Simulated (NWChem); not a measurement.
Molecule: water (H2O); SMILES O

Program: NWChem. The geometry was optimised at PBE-D3(BJ)/def2-SVP. Level: B3LYP/def2-SVP with SMD (1 M gas to 1 M solution), gas-phase geometry.

| solvent | dielectric constant | solvation free energy (kcal/mol) | cavity-dispersion-structure term (kcal/mol) | dipole in solution (D) |
|---|---|---|---|---|
| water | 78.4 | -7.5 | 1.5 | 2.42 |
| chloroform | 4.71 | -4.2 | 0.0 | 2.21 |
| chlorobenzene | 5.70 | (withheld) | (withheld) | (withheld) |
| 2-propanol | 19.3 | -7.0 | 0.4 | 2.34 |
| ethylene glycol | 40.2 | -6.7 | 2.1 | 2.41 |

Task: Fill in the missing entries.

Result: 
- chlorobenzene, solvation free energy (kcal/mol): -3.6
- chlorobenzene, cavity-dispersion-structure term (kcal/mol): -0.7
- chlorobenzene, dipole in solution (D): 2.16
